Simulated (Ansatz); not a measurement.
Species: CH₄O, charge 0, singlet. CH4O (SMILES OC).
B3LYP-D3(BJ)/def2-TZVP minimum from Ansatz (a first-principles code):
```
C
H 1 1.0891
H 1 1.0957 2 108.34
H 1 1.0957 2 108.34 3 -117.92
O 1 1.4207 2 106.80 3 121.04
H 5 0.9621 1 108.72 2 -180.00
```
Charge 0, spin multiplicity 1.

Wanted: atomisation energy (electronic, to ground-state atoms), in kcal/mol. Radicals and triplets start from unrestricted determinants; spin-orbit coupling is neglected. CBS(X,Y): correlation extrapolated as X^-3, Hartree-Fock from the larger set (Q,5: extrapolated as (X+1)exp(-9√X)). A bracket is a step between two methods taken in the basis named. The functionals are non-relativistic, so their misses hold any scalar relativity. Double hybrids freeze cores in their MP2 part. '+ core + X2C': CCSD(T) terms for core correlation (cc-pwCVTZ) and scalar relativity (cc-pVTZ-DK). For partners of very few electrons the exact lower level stands in for a higher one.

CCSD(T)/CBS(cc-pVQZ,cc-pV5Z) + [CCSDT(Q) - CCSD(T)]/cc-pVTZ + core + X2C (Ansatz) gives 513.3 kcal/mol.

**Question.** How far off this value is PBE/def2-TZVPD (Ansatz), in which direction, and which of these levels come nearer: r2SCAN/def2-TZVPD, B3LYP/def2-TZVPD, PBE0/def2-TZVPD, B2PLYP/def2-TZVPD, CCSD(T)/CBS(cc-pVQZ,cc-pV5Z) + core + X2C?

**Answer.** PBE gives 518.9 kcal/mol, 5.6 kcal/mol above it. Differences of the others: r2SCAN/def2-TZVPD (Ansatz) -3.2; B3LYP/def2-TZVPD (Ansatz) -3.2; PBE0/def2-TZVPD (Ansatz) -4.7; B2PLYP/def2-TZVPD (Ansatz) -7.9; CCSD(T)/CBS(cc-pVQZ,cc-pV5Z) + core + X2C (Ansatz) 0.0 kcal/mol. Nearer than PBE: r2SCAN/def2-TZVPD, B3LYP/def2-TZVPD, PBE0/def2-TZVPD, CCSD(T)/CBS(cc-pVQZ,cc-pV5Z) + core + X2C.
